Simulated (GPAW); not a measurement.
**C2H5N (ethanimine): PBE/real-space grid (scalar-relativistic datasets)**

Aim: the charge distribution of C2H5N (ethanimine). 

The calculation is run with GPAW 26.7.0.

6 further runs of the same task are left out: 1 for a known fault of the program, 1 that didn't finish, 4 set aside as unsound or not needed.

## Step 1: Starting point

C2H5N has 8 atoms, charge 0, and is taken as a singlet. As SMILES, `[H]/N=C\C`. Geometry: relaxed at PBE0-D4/def2-TZVP.

Bond lengths: C1–C2 1.493 Å, C2–N3 1.263 Å, C1–H4 1.094 Å, C1–H5 1.092 Å, C1–H6 1.094 Å, C2–H7 1.095 Å, N3–H8 1.023 Å. Angles: C1–C2–N3 127.9°, C1–C2–H7 115.5°, N3–C2–H7 116.6°, C2–C1–H4 110.3°, C2–C1–H5 111.6°, C2–C1–H6 110.3°, C2–N3–H8 110.6°, H4–C1–H5 109.0°, H4–C1–H6 106.6°, H5–C1–H6 108.9°.

## Step 2: The charge distribution at PBE/real-space grid (scalar-relativistic datasets)

C2H5N.xyz

```xyz
8

C     -0.471200     0.591900    -0.316000
C      0.663100    -0.171000     0.284300
N      0.697800    -1.395000     0.593600
H     -0.168400     1.032800    -1.270700
H     -1.342300    -0.045400    -0.480200
H     -0.756700     1.422800     0.336400
H      1.571900     0.409700     0.476500
H     -0.194200    -1.845700     0.376100
```

sp.py

```python
import numpy as np
from ase.io import read
from ase.units import Debye
from gpaw import GPAW

molecule = read('C2H5N.xyz')
molecule.center(vacuum=4.5)

calculator = GPAW(mode='fd', h=0.18, xc='PBE', maxiter=150, txt='-')
molecule.calc = calculator

energy = molecule.get_potential_energy()
print(f'Energy: {energy:.5f} eV')
forces = molecule.get_forces()
print('Forces (eV/Ang)')
for symbol, f in zip(molecule.symbols, forces):
    print(f'{symbol:2} {f[0]:9.4f} {f[1]:9.4f} {f[2]:9.4f}')
dipole = molecule.get_dipole_moment() / Debye
print(f'Dipole: {np.linalg.norm(dipole):.3f} D')
homo, lumo = calculator.get_homo_lumo()
print(f'HOMO                    {homo:.3f} eV')
print(f'LUMO: {lumo:.3f} eV')
print(f'Gap: {lumo - homo:.3f} eV')
```

Launch:

```bash
$ python sp.py
```

What values should one expect? Wanted: energy as printed; dipole moment; HOMO energy; LUMO energy; HOMO–LUMO gap; largest force on an atom.

Computed results:

At PBE/real-space grid (scalar-relativistic datasets):

| quantity | value |
| --- | --- |
| energy as printed (from the program's reference atoms) | -44.3103 eV |
| dipole moment | 2.57 D |
| HOMO energy | -6.11 eV |
| LUMO energy | -1.29 eV |
| HOMO–LUMO gap | 4.82 eV |
| largest force on an atom | 0.781 eV/Å |

In words: The largest force is 0.78 eV/Å: the shape isn't a stationary point for this species at this level.
